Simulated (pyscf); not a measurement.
One four-centre exchange on the singlet surface with elements of a group swapped. ωB97M-D3(BJ)/def2-TZVP, kcal/mol, from the separated reactants. Single points on ωB97X-D3(BJ)/def2-SVP structures (PySCF, gas phase).

| step | barrier | reaction energy | imaginary mode (i cm⁻¹) |
|---|---|---|---|
| `[F][Bi]([F])[F]` + `[OH2]` → `[OH][Bi]([F])[F]` + `[FH]` | ? | ? | 502 |
| `[F][Sb]([F])[F]` + `[OH2]` -> `[OH][Sb]([F])[F]` + `[FH]` | 6.5 | +6.4 | 585 |

Problem. Some entries are withheld; supply them.

Solution. 
- `[F][Bi]([F])[F]` + `[OH2]` → `[OH][Bi]([F])[F]` + `[FH]`, barrier: 1.3
- `[F][Bi]([F])[F]` + `[OH2]` → `[OH][Bi]([F])[F]` + `[FH]`, reaction energy: +7.1

Row 1: On the reactant side the descent ends in an adduct with a Bi–O contact, 14.4 kcal/mol under the separated species and 14.1 kcal/mol under the saddle at ωB97X-D3(BJ)/def2-TZVP. On the product side the descent ends in a bound adduct, 12.1 kcal/mol under the separated species and 5.2 kcal/mol under the saddle at ωB97X-D3(BJ)/def2-TZVP. Row 2: On the reactant side the descent ends in a bound adduct, 11.9 kcal/mol under the separated species and 17.4 kcal/mol under the saddle at ωB97X-D3(BJ)/def2-TZVP. On the product side the descent ends in a bound adduct, 8.7 kcal/mol under the separated species and 8.3 kcal/mol under the saddle at ωB97X-D3(BJ)/def2-TZVP. Each row is the saddle that its search found. Elements past Kr carry the def2 core potentials, without spin-orbit coupling.
